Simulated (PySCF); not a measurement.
Gas-phase reaction: CH3SiH3 + H2CSiH2 ⇌ 2 CH3SiH2

Method: PySCF energies (xtb for GFN2) plus ideal-gas RRHO corrections (1 bar). † marks an energy on the PBE0/def2-TZVP geometry and frequencies; other levels use their own. MP2 and CCSD(T) freeze the core. 6-31G* has spherical d functions here. Open shells (unrestricted): CH3SiH2 (multiplicity 2); the rest are closed-shell singlets. GFN2 has no spin-polarisation term. H2CSiH2, CH3SiH2: computed as isolated molecules; such fragments, hydroxides, amides, oligomers or adducts are transient or little studied in the gas. MP2 isn't extrapolated to the basis-set limit; its ΔH°(298 K) is 96.3 kJ in def2-SVP and 111.2 kJ in def2-TZVPP. CCSD(T) isn't extrapolated to the basis-set limit; its ΔH°(298 K) is 105.6 kJ in def2-SVP and 115.6 kJ in def2-TZVPP. The harmonic model lacks anharmonicity and excited electronic states, which grow with temperature; levels with a mode under 35 cm⁻¹ are left out. Internal rotation in CH3SiH3, CH3SiH2 is treated as a harmonic vibration of one conformer, which makes the entropy rough.

| level | ΔE electronic, kJ | ΔH°(298 K), kJ | ΔS°(298 K), J/K | ΔG°(600 K), kJ |
|---|---|---|---|---|
| CCSD(T)/def2-SVP† | 101 | 106 | 35 | 84 |
| GFN2-xTB | 170 | 180 | 33 | 161 |
| HF/6-31G* | 16 | 21 | 36 | 0 |
| HF/def2-TZVP† | 26 | 31 | 35 | 10 |
| MP2/def2-SVP† | 91 | 96 | 35 | 75 |
| MP2/def2-TZVPP† | 106 | 111 | 35 | 90 |
| PBE0/def2-QZVP† | 81 | 86 | 35 | 65 |
| PBE0/def2-SVP† | 76 | 81 | 35 | 60 |
| PBE0/def2-TZVP | 81 | 86 | 35 | 65 |
| ωB97M-V/def2-TZVP† | 117 | 122 | 35 | 101 |
ΔH° is lowest at HF/6-31G* and highest at GFN2-xTB. No reference value is set beside these.
